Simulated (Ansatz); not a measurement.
Results of the Gaussian-basis code of Ansatz.

A structure relaxed at PBE0-D4/def2-TZVP, charge 0, multiplicity 1:

```xyz
9

C     0.687   -0.944   -0.549
O     0.597   -0.267    0.698
C    -0.326    0.688    0.770
N    -1.085    0.994   -0.189
H     1.479   -1.680   -0.431
H    -0.259   -1.432   -0.791
H     0.928   -0.243   -1.351
H    -0.309    1.140    1.765
H    -1.712    1.745    0.078
```

Task: Give its formula and SMILES.

Result: C2H5NO, `COC=N`.

Task: Point group (tolerance 0.08 Å, 0.16 Å for H)?

Result: Cs.

Task: Summarise the bond lengths by kind.

Result: 2 × C–O 1.331 to 1.422 Å; 4 × C–H 1.088 to 1.093 Å; 1 × C–N 1.261 Å; 1 × H–N 1.014 Å.
